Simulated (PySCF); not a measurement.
methyleneamidogen: removing and adding an electron

System: `C=[N]` (CH2N•, doublet). Non-hydrogen atoms are numbered in `[CH2:1]=[N:2]`.

These are calculated values, ωB97X-D3(BJ)/ma-def2-TZVP in PySCF (grid level 2) at geometries from PBE0-D3(BJ)/ma-def2-SVP. Zero-point and thermal terms (298.15 K, 1 bar) come from unscaled PBE0-D3(BJ)/ma-def2-SVP harmonic frequencies, with soft modes damped to free rotors in the entropy.

Frontier levels of the parent: HOMO -10.25 eV, LUMO -0.28 eV.

Oxidation to the singlet cation, in which a bond forms, breaks or stretches far on relaxation (`C#[NH+]`):
- Vertical ionisation energy (electronic): 10.70 eV
- Adiabatic ionisation energy (with zero-point energy): 7.61 eV
- Adiabatic, electronic part: 7.53 eV
- Vertical gap at the product's structure: 5.30 eV
- Largest changes of atomic charge: C1 0.45, H (on C1) 0.26, H (on C1) 0.16, N2 0.13
- Distances that move most (Å): C1–H 1.109 → 2.160; N2–H 2.052 → 1.023; C1–N2 1.242 → 1.138; C1–H 1.109 → 1.096

Vertical ionisation energy to the triplet cation: 12.78 eV. This state was not relaxed.

Reduction to the singlet anion:
```
Vertical electron affinity (electronic)              : 0.35 eV
Adiabatic electron affinity (with zero-point energy) : 0.48 eV
Adiabatic, electronic part                           : 0.42 eV
Vertical gap at the product's structure              : 0.57 eV
Inner reorganisation energy (four-point)             : 215 meV
Relaxation of product / of parent                    : 69 / 146 meV
Largest changes of atomic charge                     : N2 -0.55, H (on C1) -0.20, H (on C1) -0.20
Distances that move most (Å)                         : C1–H 1.109 → 1.156; C1–H 1.109 → 1.156
```

Vertical electron affinity to the triplet anion: -1.31 eV. The extra electron is not bound at this structure, the number hangs on the basis, and the ion was not relaxed.

Against the Active Thermochemical Tables (version 1.112): electron affinity to the singlet anion 0.51 (computed 0.48, error -0.03) eV.

Measured values (NIST Chemistry WebBook, evaluated or the median of agreeing entries): adiabatic electron affinity 0.51 eV (computed 0.48, difference -0.03).

Hardware: 1 thread of Arm Neoverse V1, shared with other jobs. Command: `OMP_NUM_THREADS=1 python redox_run.py task.json out`. Structures, frequencies and single points: 45 s.
